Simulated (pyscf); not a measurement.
HO–Si(F)(Cl)–Cl + hydrogen chloride (HCl) → HO–SiH(Cl)–Cl + F–Cl (four-centre exchange; singlet surface; F–Si, Cl–H broken, H–Si, Cl–F formed). Single points on ωB97X-D3(BJ)/def2-SVP structures (PySCF, gas phase). Energies in kJ/mol from the separated reactants.

| level | barrier | reaction energy |
|---|---|---|
| ωB97X-D3(BJ)/def2-TZVP | 631.8 | +430.8 |
| r²SCAN/def2-TZVP | ? | +438.6 |
| B3LYP-D3(BJ)/def2-TZVP | 587.3 | +422.6 |
| PBE0-D3(BJ)/def2-TZVP | 599.0 | +429.2 |
| M06-2X/def2-TZVP | ? | ? |
| HF/def2-TZVP | 789.4 | +460.8 |

Problem. Complete the blanks.

Solution. 
- r²SCAN/def2-TZVP, barrier: 579.3
- M06-2X/def2-TZVP, barrier: 646.4
- M06-2X/def2-TZVP, reaction energy: +441.2

The functionals in the table span 67.1 kJ/mol in this barrier, from r²SCAN to M06-2X. The same reactants have a lower exit, to HO–Si(Cl)(Cl)–Cl + HF (barrier +167.5 kJ/mol at ωB97M-D3(BJ)/def2-TZVP, against +626.4 kJ/mol here). This is the saddle that the search found; another between the same sides may lie lower. A restricted solution here is unstable towards spin polarisation, so biradical character is likely and single-reference numbers are less safe.
